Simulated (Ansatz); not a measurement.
CH$_{7}$OSi (charge -1), closed shell: a pair in one relaxed arrangement.

Input (in.yaml):

```yaml
crystal:
  periodic: [false, false, false]
  atoms:
    - {symbol: O, position_ang: [-0.722691, 0.126833, -1.551116]}
    - {symbol: H, position_ang: [-0.823690, 0.894281, -2.118476]}
    - {symbol: C, position_ang: [0.082729, -1.150380, 0.609789]}
    - {symbol: Si, position_ang: [0.097253, 0.656728, -0.032288]}
    - {symbol: H, position_ang: [-0.395163, -1.857508, -0.073101]}
    - {symbol: H, position_ang: [-0.428105, -1.177283, 1.578717]}
    - {symbol: H, position_ang: [1.115778, -1.466727, 0.793404]}
    - {symbol: H, position_ang: [1.270548, 1.236662, -0.825621]}
    - {symbol: H, position_ang: [0.837589, 1.106365, 1.322201]}
    - {symbol: H, position_ang: [-1.034149, 1.631030, 0.296490]}
basis:
  gaussian: {orbitals: "def2-TZVPPD.json"}
total_charge: -1
hamiltonian: {xc: {name: wB97X-V}}
```

The basis file named in the input lies beside it (Basis Set Exchange, JSON).

Command:

```bash
ansatz run in.yaml --threads 4 --pin off --events-out ev --progress --plain --max-ram 9574MiB
```

Output of Ansatz 0.2.0:

```
Functional definition: wB97X-V
  name "wB97X-V"
  cite "Mardirossian & Head-Gordon, Phys. Chem. Chem. Phys. 16, 9904 (2014) doi:10.1039/C3CP54374A"
  cite "Becke, J. Chem. Phys. 107, 8554 (1997) doi:10.1063/1.475007"
  cite "Vydrov & Van Voorhis, J. Chem. Phys. 133, 244103 (2010) doi:10.1063/1.3521275"
  parameter omega = 0.3/bohr
  parameter cx = 0.167
  parameter cx1 = 0.603
  parameter cx2 = 1.194
  parameter css0 = 0.556
  parameter css1 = -0.257
  parameter cos0 = 1.219
  parameter cos1 = -1.850
  parameter b = 6.0
  parameter c = 0.01
  exchange = spin_sum(e_x_unif_sr(omega)*poly(b97_u_x, 1 - cx, cx1, cx2)) + cx*exact_x_sr(omega) + exact_x_lr(omega)
  correlation = spin_sum(e_c_pw_same_spin*poly(b97_u_same, css0, css1))
      + integral(e_c_pw_opposite_spin*poly(b97_u_opposite, cos0, cos1)) + vv10(b, c)
1086 factors; their error is unknown
351 factors; integrals over basis functions are off by at most 2.3e-5 eV
mean field evaluation 1: about -11074.2801 eV, gradient 2.9e1 eV
mean field evaluation 2: about -11074.8526 eV, gradient 2.7e1 eV
mean field evaluation 4: about -11076.0645 eV, gradient 1.6e0 eV
mean field evaluation 8: about -11076.0781 eV, gradient 7.2e-2 eV
mean field evaluation 16: about -11076.0765 eV, gradient 4.9e-5 eV
mean field -11076.07651381 eV, -407.0383042483 hartree, gradient 1.5e-5 eV, S^2 0.000000; 0 other end points of the search recorded, 0 dependent functions left out
reference -11076.07651103 eV, -407.0383041462 hartree; 18, 18 occupied and 226, 226 virtual orbitals, 1086 factors
Total energy: -11076.07651103 eV, -407.0383041462 hartree
```

The lines “mean field evaluation” count trial sets of orbitals through the whole run, from several starts and some on an approximate energy, so they need not fall steadily or lie above the final value.

Hardware: 4 CPU threads of an Arm Neoverse V2, shared host. Wall time about 4.8 s.
